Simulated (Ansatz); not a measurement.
# C4H6: a line through the functionals

C4H6 has 10 atoms, charge 0, and is taken as a singlet. SMILES: `C#CCC`. The shape is that of a PBE0-D4/def2-TZVP optimisation.

The HOMO–LUMO gap y, in eV, basis cc-pVDZ; a is the functional's share of exact exchange. Programs: Ansatz 0.2.0.

| functional | program | a | y (eV) |
| --- | --- | --- | --- |
| r2SCAN | Ansatz | 0 | 7.27 |
| BLYP | Ansatz | 0 | 6.60 |
| B3LYP | Ansatz | 0.2 | 8.40 |
| PBE0 | Ansatz | 0.25 | 8.95 |
| r2SCAN0 | Ansatz | 0.25 | ? |
| BHLYP | Ansatz | 0.5 | 10.98 |

Problem. Fit y = c + s·a to the known rows and predict r2SCAN0.

Solution. 
1. Means of the 5 rows: a = 0.1900, y = 8.440.
2. Σ(Δa)² = 0.172, Σ(Δa·Δy) = 1.3895, so the slope is 1.3895/0.172 = 8.0785.
3. Intercept: 8.440 − (8.0785) × 0.1900 = 6.905. The largest residual of the fit is 0.36.
4. r2SCAN0: 6.905 + (8.0785) × 0.25 = 8.92 eV.

The run gave 9.34 eV, so the prediction is off by -0.42 eV, about the scatter of the fit. Exact exchange lowers occupied levels and raises empty ones. The rows mix families of semi-local functionals, which the line can't see.
